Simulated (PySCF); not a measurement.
## BF⁺: from constants to spectrum

UHF-CCSD(T) constants of BF⁺, ²Σ⁺ (doublet), unpaired electrons σ ↑ (PySCF, no relativity, basis sets B 6-311G(d,p), F 6-311G(d,p); masses 11.0093 and 18.9984 u):

- ωe: 1665.4 cm⁻¹
- ωexe: 10.9 cm⁻¹
- Be: 1.628 cm⁻¹
- αe: 0.0164 cm⁻¹
- D (centrifugal): 6.22e-06 cm⁻¹
- De to B⁺ + F: 4.56 eV

Q: Give the vibrational terms G(v) and spacings up to v = 6.

A: G(v) = ωe(v+½) − ωexe(v+½)².

```
v  G(v) (cm⁻¹)  G(v) − G(v−1)  Bv (cm⁻¹)
0        830.0                     1.620
1       2473.6         1643.6      1.603
2       4095.4         1621.8      1.587
3       5695.4         1600.0      1.571
4       7273.6         1578.2      1.554
5       8830.0         1556.4      1.538
6      10364.6         1534.6      1.521
```

Q: How well does the Morse estimate ωe²/(4ωexe) reproduce De, and what is D0?

A: It gives 7.89 eV, 173 % of the computed De. D0 = De − G(0) = 4.56 − 0.10 = 4.46 eV.

Correlated steps freeze 2 core orbitals. For an ion De counts to the pair picked by the measured ionisation energies or electron affinities, which need not be the lowest pair at this level. The state is the lowest determinant that a PBE0 search found; another state may lie lower at other levels.
